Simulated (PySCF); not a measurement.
SMILES [SiH3] (H3Si), doublet at its CAM-B3LYP/def2-SVP optimised geometry (Å):

```
4

Si    -0.4760    -0.3027     0.0000
H     -1.0131     1.0862     0.0000
H      1.0131    -0.3027     0.0000
H     -1.0131    -1.0862    -1.1468
```

Level of theory: unrestricted CAM-B3LYP/def2-TZVP run with PySCF.

Map of the spin density (e/bohr³) on the plane z = 1.0 Å:

```
|000000000000000000000000000|
|000000000000000000000000000|
|000000000000000000000000000|
|000000000000000000000000000|
|000000000000000000000000000|
|000000000000000000000000000|
|000000000000000000000000000|
|000000000000000000000000000|
|000000000000000000000000000|
|000000000000000000000000000|
|000000000000000000000000000|
|000000000011000000000000000|
|000000001222210000000000000|
|000000012455421000000000000|
|000000124688641000000000000|
|000000124799742000000000000|
|000000124688742000000000000|
|000000113466531000000000000|
|000000012333321000000000000|
|000000001122110000000000000|
|000000000011000000000000000|
|000000000000000000000000000|
|000000000000000000000000000|
|000000000000000000000000000|
|000000000000000000000000000|
|000000000000000000000000000|
|000000000000000000000000000|
```
Scale: ten equal steps from 0.000 (start of '0') to 0.035 (end of '9'), in the order '0123456789'; x runs from -3.50 to 3.50, y from -3.50 (bottom) to 3.50 (top).
